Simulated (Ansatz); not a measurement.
Equilibrium lattice constant a of some fcc solids

Method: PBE0-D3(BJ) (Ansatz, a first-principles code, PAW). References are measured values corrected to a static lattice. The table is a random draw of 10 from 11 solids with such references.

Values in Å.

| solid | reference | PBE0-D3(BJ) | error (%) |
|---|---|---|---|
| fcc Ca | 5.553¶ | 5.486 | -1.21 |
| fcc Au | 4.062 | 4.069 | +0.17 |
| fcc Ag | 4.062 | 4.052 | -0.25 |
| fcc Pt | 3.913 | ? | ? |
| fcc Al | 4.018 | 3.948 | -1.74 |
| fcc Cu | 3.595¶ | 3.554 | -1.14 |
| fcc Pd | 3.876 | 3.854 | -0.57 |
| fcc Pb | 4.902¶ | 4.910 | +0.16 |
| fcc Sr | 6.045¶ | 5.954 | -1.51 |
| fcc Rh | 3.794 | 3.744 | -1.32 |

Q: Estimate the withheld PBE0-D3(BJ) value.

A: The errors of the other rows run from -1.74 % to +0.17 %, with a median of -1.14 %; carried to the reference 3.913 it gives 3.868 Å. The run gives 3.883 Å (-0.77 %), +0.39 % from the estimate; the row was drawn at random, and such an estimate is rough. Over these 10 solids the mean error is -0.82 %, the mean absolute error 0.88 % (median 0.95 %), and the worst case fcc Al at -1.74 %; the value is too low in 8 of 10 cases. Over all 11, from unrounded values, the mean error is -0.86 % and the mean absolute error 0.92 % (median 1.13 %).

All these references are brought to a static lattice.

Spin–orbit coupling is left out, also for the solids with elements from indium on (fcc Au, fcc Pt, fcc Pb); its size isn't shown.

¶ marks references of a special kind: fcc Ca, 5.553 Å (measured, low-temperature or extrapolated to 0 K; zero-point anharmonic expansion removed; as tabulated in Csonka et al. (2009), arXiv:0903.4037); fcc Cu, 3.595 Å (measured, low-temperature or extrapolated to 0 K; zero-point anharmonic expansion removed; as tabulated in Csonka et al. (2009), arXiv:0903.4037); fcc Pb, 4.902 Å (measured, low-temperature or extrapolated to 0 K; zero-point anharmonic expansion removed, our sources range from 4.902 to 4.912; as tabulated in Csonka et al. (2009), arXiv:0903.4037); fcc Sr, 6.045 Å (measured, low-temperature or extrapolated to 0 K; zero-point anharmonic expansion removed; as tabulated in Csonka et al. (2009), arXiv:0903.4037).

Exact exchange on metals is sensitive to the k mesh.

Differences are worked out from the printed values.

Ansatz's density-functional and Hartree–Fock values are scalar-relativistic unless marked +SOC, with PAW data made under PBE.

Ansatz's runs of these crystals have no spin polarisation. Meta-GGAs and exact exchange favour moments, which can bear on fcc Pt, fcc Pd, fcc Rh.

Not in this set, of the fcc solids with a reference value in our tables and a result at some level: 1 for no value at PBE0-D3(BJ) (not run, a failed fit, an unstable or unbound cell, or a value held back for tests). These can be a level's best or worst cases. At least 1 more with a reference value is held back for tests. Solids without a released value at any level aren't counted. Layered and molecular crystals are counted apart. The metals Ce to Yb are counted apart.

References as tabulated in Mejia-Rodriguez and Trickey (2018), arXiv:1807.09216; Csonka et al. (2009), arXiv:0903.4037.
